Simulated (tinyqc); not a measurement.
Worked calculation: geometry optimisation on the RHF/sto-3g surface (energies and gradients from PySCF), for H2O, spin multiplicity 1. One step of it, computed by the program tinyqc.

Task: Step 3: move. Quasi-Newton step p = -H^(-1) g (the inverse Hessian comes from BFGS updates; coordinates in the order x, y, z of each atom); steps longer than 0.5 bohr are cut back.

positions after step 2 (bohr):
```
            x          y          z
1O  -0.015545  -0.028723  -0.031466
2H  -0.036686   1.423965   1.166026
3H  -0.034696  -1.491618   1.153898
```

gradient (hartree/bohr):
```
              x            y            z
1O   0.00007496   0.00012420  -0.00443661
2H  -0.00004340   0.00967224   0.00221580
3H  -0.00003156  -0.00979644   0.00222080
```

inverse Hessian in use (bohr^2/hartree):
```
           1          2          3          4          5          6          7          8
1   1.666560   0.001768   0.006225   0.000067  -0.003157  -0.003857   0.000039   0.001389
2   0.001768   1.642044  -0.103666  -0.001078   0.045132   0.062117  -0.000690  -0.020509
3   0.006225  -0.103666   1.302341  -0.003932   0.185059   0.225805  -0.002293  -0.081393
4   0.000067  -0.001078  -0.003932   1.666625   0.001910   0.002419  -0.000025  -0.000832
5  -0.003157   0.045132   0.185059   0.001910   1.616850  -0.111154   0.001247   0.004685
6  -0.003857   0.062117   0.225805   0.002419  -0.111154   1.527651   0.001438   0.049037
7   0.000039  -0.000690  -0.002293  -0.000025   0.001247   0.001438   1.666653  -0.000557
8   0.001389  -0.020509  -0.081393  -0.000832   0.004685   0.049037  -0.000557   1.682491
9  -0.002368   0.041549   0.138520   0.001513  -0.073905  -0.086790   0.000855   0.032356

           9
1  -0.002368
2   0.041549
3   0.138520
4   0.001513
5  -0.073905
6  -0.086790
7   0.000855
8   0.032356
9   1.614936
```

Give: positions after step 3.

Result:

positions after step 3 (bohr):
```
         x       y       z
1O  -0.016  -0.030  -0.029
2H  -0.037   1.410   1.165
3H  -0.035  -1.476   1.152
```
